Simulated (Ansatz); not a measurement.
The input, for Ansatz 0.2.0:

```yaml
crystal:
  periodic: [false, false, false]
  atoms:
    - {symbol: Ge, position_ang: [0.000000, 0.000885, 0.951161]}
    - {symbol: Al, position_ang: [0.000000, 0.001060, -2.486839]}
    - {symbol: H, position_ang: [0.000000, 1.409011, 1.576095]}
    - {symbol: H, position_ang: [1.232737, -0.738765, 1.512232]}
    - {symbol: H, position_ang: [-1.232737, -0.738765, 1.512232]}
    - {symbol: H, position_ang: [0.000000, 1.358210, -3.310868]}
    - {symbol: H, position_ang: [0.000000, -1.381879, -3.267597]}
basis:
  gaussian: {orbitals: 6-31G, fitting: {mean_field: def2-universal-jkfit}}
magnetization: {spin_polarized: true, initial_magnetization: 0}
correlation: {method: ccsd_t, electrons: outside_noble_gas}
```

```sh
$ ansatz run in.yaml --threads 1 --pin off --events-out ev --progress --plain --max-ram 2393MiB
```

The program prints:

```
484 factors; integrals over basis functions are off by at most 9.9e-2 eV
mean field evaluation 1: about -63122.0840 eV, gradient 7.1e0 eV
mean field evaluation 2: about -63122.7636 eV, gradient 2.0e0 eV
mean field evaluation 4: about -63122.8335 eV, gradient 1.9e-1 eV
mean field evaluation 8: about -63122.8619 eV, gradient 3.4e-1 eV
mean field evaluation 16: about -63122.8337 eV, gradient 5.6e-2 eV
mean field evaluation 32: about -63114.7250 eV, gradient 5.1e0 eV
mean field evaluation 64: about -63120.5231 eV, gradient 4.1e-2 eV
mean field evaluation 96: about -63120.5232 eV, gradient 6.1e-4 eV
mean field -63122.86721212 eV, -2319.7225838293 hartree, gradient 2.8e-6 eV, S^2 0.237910; 5 other end points of the search recorded, 0 dependent functions left out
determinant -63122.86721212 eV, -2319.7225838293 hartree, with singles and doubles -63126.55415641 eV, -2319.8580765329 hartree
determinant -63120.52318696 eV, -2319.6364424935 hartree, with singles and doubles -63123.91001442 eV, -2319.7609061071 hartree
determinant -63122.83377046 eV, -2319.7213548710 hartree, with singles and doubles -63126.56384732 eV, -2319.8584326673 hartree
determinant -63122.86721212 eV, -2319.7225838293 hartree, with singles and doubles -63126.55546313 eV, -2319.8581245540 hartree
determinant -63122.83377046 eV, -2319.7213548710 hartree, with singles and doubles -63126.56351204 eV, -2319.8584203458 hartree
19 core orbitals not correlated: weight in the atoms' cores, before any rotation towards them, 0.998 or more for the frozen orbitals, at most 0.001 for the correlated occupied ones
reference -63122.83377046 eV, -2319.7213548710 hartree; 6, 6 occupied and 27, 27 virtual orbitals, 484 factors
second order -2.66242905 eV of doubles, -0.00000000 eV of singles
cycle   1  -3.72974540 eV  change   -3.8e-6 eV  update   1.0e-6
perturbative correction -0.07679005 eV, -0.0028219823 hartree
Total energy: -63126.64030591 eV, -2319.8612424685 hartree
```

Ran on 1 thread of AMD EPYC 9R45, shared host: 1.9 s wall, 0.22 GiB peak host memory.
